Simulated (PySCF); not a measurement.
Compound: benzvalene, C6H6.
Numbering: `[CH:1]1=[CH:2][C@H:3]2[C@H:4]3[C@@H:5]1[C@@H:6]23`

Geometry (PBE0-D3(BJ)/def2-SVP, Å), atoms numbered from 1 in this order:
```xyz
12
C6H6 angstrom
C      1.269    0.651   -0.227
C      1.181   -0.655   -0.510
C     -0.235   -1.040   -0.176
C     -0.733   -0.158    0.955
C     -0.095    1.041    0.276
C     -1.138    0.161   -0.392
H      2.125    1.317   -0.326
H      1.948   -1.324   -0.900
H     -0.627   -2.053   -0.298
H     -1.257   -0.328    1.896
H     -0.351    2.055    0.593
H     -2.094    0.333   -0.888
```

NICS is the negative of the GIAO shielding at a point without a nucleus: at the ring centre (0) and 1 Å above and below it (1); zz is the component along the ring normal. Level: GIAO KT2/pcSseg-2 (PySCF, non-relativistic, gas phase) on the PBE0-D3(BJ)/def2-SVP geometry, one conformer.

Ring bond lengths (Å): C1–C2 1.339, C2–C3 1.505, C3–C4 1.518, C4–C5 1.518, C5–C1 1.506; C3–C4 1.518, C4–C6 1.442, C6–C3 1.518; C4–C5 1.518, C5–C6 1.518, C6–C4 1.442.

Task: Give the NICS values of each ring in ppm.

Result: 
```json
{"ring": "C1–C2–C3–C4–C5", "type": "5-membered carbocycle; formal bonds 1 double, 4 single", "NICS(0)": "-9.7", "NICS(1), two faces": "-11.4 / -3.2", "NICS(1)zz, two faces": "-2.6 / -4.6", "rms pucker (Å)": "0.20", "centre to ring atoms, mean (Å)": "1.23"}
{"ring": "C3–C4–C6", "type": "3-membered carbocycle; formal bonds all single", "NICS(0)": "-41.1", "NICS(1), two faces": "-7.5 / -16.4", "NICS(1)zz, two faces": "-22.3 / -24.2", "rms pucker (Å)": "0.00", "centre to ring atoms, mean (Å)": "0.86"}
{"ring": "C4–C5–C6", "type": "3-membered carbocycle; formal bonds all single", "NICS(0)": "-41.1", "NICS(1), two faces": "-16.4 / -7.5", "NICS(1)zz, two faces": "-24.2 / -22.3", "rms pucker (Å)": "0.00", "centre to ring atoms, mean (Å)": "0.86"}
```

Task: What can be read from them?

Result: 
- C1–C2–C3–C4–C5: mean NICS(1)zz -3.6 ppm, shielded. C3, C4, C5 have four or more neighbours; no verdict on aromaticity is drawn.
- C3–C4–C6: mean NICS(1)zz -23.2 ppm, shielded. C3, C4, C6 have four or more neighbours; no verdict on aromaticity is drawn. NICS(0) lies 29 ppm below the mean NICS(1).
- C4–C5–C6: mean NICS(1)zz -23.2 ppm, shielded. C4, C5, C6 have four or more neighbours, so the value isn't read as a sign of a π ring current. NICS(0) lies 29 ppm below the mean NICS(1).

Task: At the second NICS(1) probe listed for ring C4–C5–C6, 1 Å off the ring, what do the in-plane components average?

Result: The isotropic value is a third of the trace: (3 × -7.5 − (-22.3))/2 = -0.1 ppm.

Task: What are the shieldings of the ring atoms and their hydrogens in the same run (means over atoms taken as equivalent)?

Result: 
| atoms | environment | σ isotropic (ppm) | principal values of the symmetric part, first atom (ppm) |
| --- | --- | --- | --- |
| C1 (×2) | alkene CH carbon | 47.8 | -59.9, 58.4, 145.0 |
| C3 (×2) | sp3 carbon at a ring junction | 143.5 | 116.9, 118.8, 194.9 |
| C4 (×2) | sp3 carbon at a ring junction | 129.8 | 21.6, 177.5, 190.3 |
| H7 (×2) | vinylic hydrogen | 25.07 | 24.4, 24.9, 25.9 |
| H9 (×2) | methine hydrogen | 29.16 | 23.9, 26.1, 37.4 |
| H10 (×2) | methine hydrogen | 27.20 | 20.5, 25.9, 35.2 |

Task: How do the values depend on the level or the medium?

Result: 
```tsv
level	NICS(0), C1–C2–C3–C4–C5	mean NICS(1)zz, C1–C2–C3–C4–C5	NICS(0), C3–C4–C6	mean NICS(1)zz, C3–C4–C6	NICS(0), C4–C5–C6	mean NICS(1)zz, C4–C5–C6
KT2/pcSseg-2, gas	-9.7	-3.6	-41.1	-23.2	-41.1	-23.2
PBE0/pcSseg-1, gas	-9.7	-2.6	-42.0	-24.2	-42.0	-24.2
```

The geometry is the same throughout.
